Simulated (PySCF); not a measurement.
## Shifts of the heteroatoms

Atom-mapped SMILES (the numbers label the heavy atoms): `[CH2:1]=[O:2]`. Hydrogens are named by the atom that carries them.

In vacuum, a single conformation, non-relativistic, averaged over atoms made equivalent by symmetry, fast rotation or ring inversion. J couplings at B3LYP/pcJ-1; GFN2-xTB geometry; PBE0/pcSseg-1 with gauge-including orbitals; PySCF 2.14.

Task: Predict the 17O NMR data.

Result: 
```json
{"atoms": "O2", "environment": "aldehyde oxygen", "σ (ppm)": "-461.1", "δ (ppm)": "686.7"}
```

Shieldings were converted by a linear fit to measured shifts: 17O (scatter 10.7 ppm rms, 12.2 ppm with the 3 outliers that the fit left out vs liquid water, solution or neat liquid). A few per cent of atoms miss by over 2 rms, more outside the fitted compound classes. Couplings are scaled by factors fitted to measured values: 2J(H,H) × 0.95 (rms 1.3 Hz); all others are unscaled and can be 10–30 % off.

Couplings (the largest are listed; each averaged over equivalent pairs; quadrupolar broadening usually hides them): 1J(C1,O2) = 31.4 Hz, 2J(O2,H(C1)) = -2.7 Hz.

On a 600 MHz spectrometer 17O resonates near 81.3 MHz, so 1 ppm is 81.3 Hz.
